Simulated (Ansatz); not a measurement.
## Ansatz (development build ahead of 0.2.0) run

```yaml
crystal:
  periodic: [false, false, false]
  atoms:
    - { symbol: C, position_ang: [0.01156, 0.0352, -0.03357] }
    - { symbol: C, position_ang: [-0.04497, -0.01764, 1.34789] }
    - { symbol: C, position_ang: [0.01471, 1.21078, -0.80914] }
    - { symbol: H, position_ang: [-0.04493, -0.98591, -0.50217] }
    - { symbol: H, position_ang: [-0.03366, -0.90334, 1.8762] }
    - { symbol: H, position_ang: [0.00996, 0.97631, 1.92163] }
    - { symbol: H, position_ang: [-0.0433, 2.14298, -0.2104] }
    - { symbol: H, position_ang: [0.91995, 1.27018, -1.44808] }
    - { symbol: H, position_ang: [-0.89384, 1.26124, -1.52622] }
basis:
  gaussian: { orbitals: def2-SVP }
hamiltonian:
  xc: hf
correlation:
  method: mp2
  frozen_orbitals: { C: 1, H: 0 }
```

The input is written out in the form of the current development build from the run's settings.

Results

| Property | Result |
| --- | --- |
| Converged | yes |
| Reference energy | -116.96987 hartree |
| Correlation energy | -0.42201 hartree |
| Total energy | -117.39189 hartree |
| Spin squared of the determinant | 0.000 |
